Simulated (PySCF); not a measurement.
**Magnetic susceptibility: SMILES CC(C)C(C)C, C$_{6}$H$_{14}$**

Molfile (atoms numbered from 1):
```
C6H14
     RDKit          3D

 20 19  0  0  0  0  0  0  0  0999 V2000
   -0.9257    1.2289   -0.9258 C   0  0  0  0  0  0  0  0  0  0  0  0
   -0.7910    0.2122    0.2057 C   0  0  0  0  0  0  0  0  0  0  0  0
   -1.8019   -0.9171    0.0050 C   0  0  0  0  0  0  0  0  0  0  0  0
    0.6394   -0.3389    0.3759 C   0  0  0  0  0  0  0  0  0  0  0  0
    1.2064   -0.9768   -0.8904 C   0  0  0  0  0  0  0  0  0  0  0  0
    1.6005    0.7383    0.8788 C   0  0  0  0  0  0  0  0  0  0  0  0
   -1.9355    1.6347   -0.9373 H   0  0  0  0  0  0  0  0  0  0  0  0
   -0.7400    0.7633   -1.8904 H   0  0  0  0  0  0  0  0  0  0  0  0
   -0.2327    2.0559   -0.7966 H   0  0  0  0  0  0  0  0  0  0  0  0
   -1.0439    0.7198    1.1450 H   0  0  0  0  0  0  0  0  0  0  0  0
   -2.8164   -0.5263    0.0486 H   0  0  0  0  0  0  0  0  0  0  0  0
   -1.6670   -1.3925   -0.9637 H   0  0  0  0  0  0  0  0  0  0  0  0
   -1.6935   -1.6733    0.7796 H   0  0  0  0  0  0  0  0  0  0  0  0
    0.5829   -1.1175    1.1469 H   0  0  0  0  0  0  0  0  0  0  0  0
    1.3426   -0.2340   -1.6721 H   0  0  0  0  0  0  0  0  0  0  0  0
    2.1769   -1.4193   -0.6744 H   0  0  0  0  0  0  0  0  0  0  0  0
    0.5546   -1.7620   -1.2630 H   0  0  0  0  0  0  0  0  0  0  0  0
    1.7679    1.4972    0.1185 H   0  0  0  0  0  0  0  0  0  0  0  0
    1.2088    1.2238    1.7703 H   0  0  0  0  0  0  0  0  0  0  0  0
    2.5625    0.2942    1.1266 H   0  0  0  0  0  0  0  0  0  0  0  0
  1  2  1  0
  2  3  1  0
  2  4  1  0
  4  5  1  0
  4  6  1  0
  1  7  1  0
  1  8  1  0
  1  9  1  0
  2 10  1  0
  3 11  1  0
  3 12  1  0
  3 13  1  0
  4 14  1  0
  5 15  1  0
  5 16  1  0
  5 17  1  0
  6 18  1  0
  6 19  1  0
  6 20  1  0
M  END
```

Computed with GIAO CAM-B3LYP/6-31++G** magnetisability, rotational g tensor and spin-rotation constants, non-relativistic, gas phase in PySCF. Geometry: GFN2-xTB.

(1) How diamagnetic is it, and how anisotropic?

(2) Split it along the inertial axes a, b, c into diamagnetic and paramagnetic parts about the centre of mass, with the quadrupole moment.

(3) And the rotational g tensor?

## Answers

(1) Isotropic -1304 × 10⁻³⁰ J/T², or -78.5 × 10⁻⁶ cm³/mol; principal values -1325, -1307, -1279 × 10⁻³⁰ J/T², anisotropy 40 × 10⁻³⁰ J/T² (root of half the summed squared differences of the principal values). The susceptibility is in cgs units.

(2) 
| axis | χ (10⁻⁶ cm³/mol) | diamagnetic (10⁻⁶ cm³/mol) | paramagnetic (10⁻⁶ cm³/mol) | summed x² of all electrons (Å²) | quadrupole Θ (D Å) |
| --- | --- | --- | --- | --- | --- |
| a | -77.7 | -409.8 | 332.2 | 103.5 | -0.23 |
| b | -79.2 | -609.5 | 530.3 | 56.5 | -0.10 |
| c | -78.7 | -678.6 | 599.9 | 40.2 | +0.34 |

Anisotropies 2χaa − χbb − χcc = +2.6 and 2χbb − χaa − χcc = -2.0 × 10⁻⁶ cm³/mol. Θ is traceless in Buckingham's convention.

(3) 
```tsv
axis	rotational constant (GHz)	g	nuclear part	electronic part
a	4.3077	+0.0046	0.6769	-0.6723
b	2.5711	+0.0045	0.6451	-0.6406
c	2.2641	+0.0032	0.6413	-0.6381
```
Asymmetric top; isotopes 12C, 1H; no vibrational averaging.
